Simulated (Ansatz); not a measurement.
System: Cs2AgInCl6 (Fm-3m, No. 225). Method: HSE06+SOC (plane waves, PAW; Ansatz, a quantum-chemistry and plane-wave program).

Settings: plane-wave cutoff 460 eV, 4×4×4 k mesh, Fermi–Dirac smearing 0.01 eV, PAW data made under PBE.

Cell (measured lattice):

```xyz
10
Lattice="0.0000 5.2345 5.2345 5.2345 0.0000 5.2345 5.2345 5.2345 0.0000" Properties=species:S:1:pos:R:3 pbc="T T T"
Cs     2.6172     2.6172     2.6172
Cs     7.8517     7.8517     7.8517
In     0.0000     0.0000     0.0000
Ag     5.2345     5.2345     5.2345
Cl     2.5104     5.2345     5.2345
Cl     5.2345     2.5104     5.2345
Cl     7.9586     5.2345     5.2345
Cl     5.2345     7.9586     5.2345
Cl     5.2345     5.2345     2.5104
Cl     5.2345     5.2345     7.9586
```

Task: Give the computed band gap.

Result: 
band gap: 2.55 eV (on the SCF k mesh) (direct)

Note: cell and atoms aren't relaxed at this level (largest force component 0.09 eV/Å, pressure 1.2 GPa).

Static lattice: no zero-point or thermal effects.
